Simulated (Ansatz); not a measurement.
## Electronic dielectric constant ε∞ of some tetrahedrally bonded semiconductors and semimetals

Method: RPBE (Ansatz, a program for electronic structure, plane waves, PAW). References are measured values at room or unstated temperature, uncorrected unless marked, so that the deviations hold thermal and zero-point effects besides the level's error.

```json
[
 {"solid": "zinc-blende AlP", "reference": "7.54", "RPBE": "7.97", "deviation (%)": "+5.7"},
 {"solid": "diamond-structure Si", "reference": "11.8", "RPBE": "12.8", "deviation (%)": "+8.5"},
 {"solid": "3C-SiC", "reference": "6.52", "RPBE": "7.03", "deviation (%)": "+7.8"},
 {"solid": "diamond", "reference": "5.7", "RPBE": "5.90", "deviation (%)": "+3.5"},
 {"solid": "wurtzite AlN", "reference": "4.18", "RPBE": "4.57", "deviation (%)": "+9.3"},
 {"solid": "cubic BN", "reference": "4.5", "RPBE": "4.64", "deviation (%)": "+3.1"}
]
```

Over these 6 solids the mean deviation is +6.3 %, the mean absolute deviation 6.3 % (median 6.8 %), and the worst case wurtzite AlN at +9.3 %; the value is too high in 6 of 6 cases.

Differences are worked out from the printed values.

Each level is taken at its own relaxed cell. Ansatz's density-functional and Hartree–Fock values are scalar-relativistic unless marked +SOC, with PAW data made under PBE.

Not in this set, of the tetrahedrally bonded semiconductors and semimetals with a reference value in our tables and a result at some level: 16 for no value at RPBE (not run, a failed fit, an unstable or unbound cell, or a value held back for tests). These can be a level's best or worst cases. At least 2 more with a reference value are held back for tests. Solids without a released value at any level aren't counted. Layered and molecular crystals are counted apart. The metals Ce to Yb are counted apart.

References as tabulated in Skelton et al. (2020), arXiv:2005.00277; Skone et al. (2014), arXiv:1501.03184.
